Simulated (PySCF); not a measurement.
Values are calculated unless marked as measured or tabulated.
## CH4ClSi

The system: CH4ClSi, a small molecule (built as: Si site whose three back bonds go to CH3, Cl, H); neutral, doublet. The structure, one conformer, was relaxed in the gas phase by PBE0-D3(BJ)/def2-SVP. No frequency run checks that it is a minimum.

SMILES: C[SiH]Cl

```csv
atom,x (Å),y (Å),z (Å)
Si1,0.761,-0.380,0.597
C2,-0.764,0.309,-0.249
Cl3,1.504,-1.974,-0.515
H4,1.847,0.648,0.696
H5,-1.558,-0.449,-0.308
H6,-0.514,0.632,-1.273
H7,-1.147,1.177,0.310
```

EPR values by unrestricted B3LYP, IGLO-III on C Cl Si, pcH-1 on H.

(1) Predict g and the largest hyperfine couplings. Where does the spin sit?

(2) How do the isotropic couplings move with BHandHLYP?

## Answers

(1) g = 2.0021, 2.0055, 2.0079. The spin sits on Si1 (83 %, bonded to 1 C + 1 Cl + 1 H) by Mulliken populations.
```
atom  isotope  isotropic (MHz)  dipolar, principal values (MHz)
 Si1     29Si           -648.6               -154.6, 76.5, 78.0
  H4       1H            109.9                  -7.7, -0.3, 8.0
  H6       1H             56.9                   -4.5, 0.3, 4.2
 Cl3     35Cl             17.6               -18.7, -17.3, 36.0
  C2      13C             39.8                 -5.9, -5.3, 11.2
  H5       1H              3.3                  -4.9, -2.7, 7.6
```

(2) Si1 -648.6 to -685.3 MHz, H4 109.9 to 112.0 MHz, H6 56.9 to 55.4 MHz, Cl3 17.6 to 21.1 MHz.

The 2 runs behind this took 52 s in all, one thread each of Arm Neoverse N1 on a shared host, launched as `OMP_NUM_THREADS=1 python cluster_run.py task.json out`.
